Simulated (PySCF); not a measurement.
## Name the molecule from its bond curve

A diatomic of charge +1 contains S. Its triplet curve at PBEsol in a double-zeta basis (spin-free X2C with a Gaussian nucleus, PySCF), in eV from the separated fragments:

(R (Å), E (eV)): (1.186, -3.254), (1.241, -3.609), (1.296, -3.821), (1.338, -3.907), (1.379, -3.944), (1.420, -3.941), (1.476, -3.887), (1.544, -3.760), (1.627, -3.549), (1.738, -3.212)

The fit gives ωe = 2450 cm⁻¹ and the rotational constant Bₑ = 8.861 cm⁻¹.

Which atom is the partner?

The minimum lies at 1.395 Å, so the reduced mass is 16.8576 u Å² cm⁻¹/(Bₑ·Re²) = 0.9776 u. With S at 31.97 u the partner weighs about 1.0 u: H. The molecule is SH⁺.

The state was picked by a PBE0 search and need not be the measured ground state.
